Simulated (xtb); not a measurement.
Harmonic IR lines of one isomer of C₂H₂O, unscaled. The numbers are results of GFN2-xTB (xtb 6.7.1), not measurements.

wavenumber (cm⁻¹): 437 (w), 676 (w), 888 (vw), 2307 (vs)

### Question
Say which structure gives these lines.
A) `C=C=O`
B) `C#CO`
C) `C1=CO1`

### Answer
A, `C=C=O`
